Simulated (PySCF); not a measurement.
## Structure from NMR data

Molecular formula: C$_{3}$H$_{8}$S$_{2}$. Simulated spectra:

¹H NMR (600 MHz, computed): δ 2.38 (q, 2H), 2.10 (s, 3H), 1.32 (t, 3H).

¹³C{¹H} NMR (computed): δ 34.7 (CH2), 25.2 (CH3), 15.8 (CH3).

[PySCF: shielding tensors at B97-2/pcSseg-2 (GIAO); PBE0-D3(BJ)/def2-TZVP structure; in vacuum; equivalent nuclei averaged; non-relativistic Hamiltonian; one computed conformer]

References, each an isolated molecule treated in the same way: ¹H (σref 31.64) and ¹³C (σref 185.38) vs TMS.

Q: What is the structure?

A: 
Rings plus π bonds: 0. 3 carbon signals for 3 carbons: no two carbons are equivalent. Carbon types of the structure: 1 × CH2, 2 × CH3, which accounts for all hydrogens. δC 34.7: sp3 CH2 bonded to S. δC 25.2: methyl carbon bonded to S. δC 15.8: methyl carbon; aliphatic region, no heteroatom directly attached. δH 2.38: hydrogen on an sp3 CH2 bonded to S. δH 2.10: hydrogen on a methyl carbon bonded to S. δH 1.32: hydrogen on a methyl carbon.

Structure: SMILES CCSSC.

The data come from this structure; uniqueness wasn't tested.

Shifts are as computed. Against solution values, carbons near 30 ppm lie about +3 ppm off and those near 130 ppm about +7 ppm. Of 1211 compounds with measured shifts, 218 miss one by over three times the rms of a fit or turn the order of signals round; such compounds aren't used in these exercises. Multiplicities follow the n + 1 count of equivalent neighbours, as no J values were calculated; m marks all less simple cases, F and P coupling included.
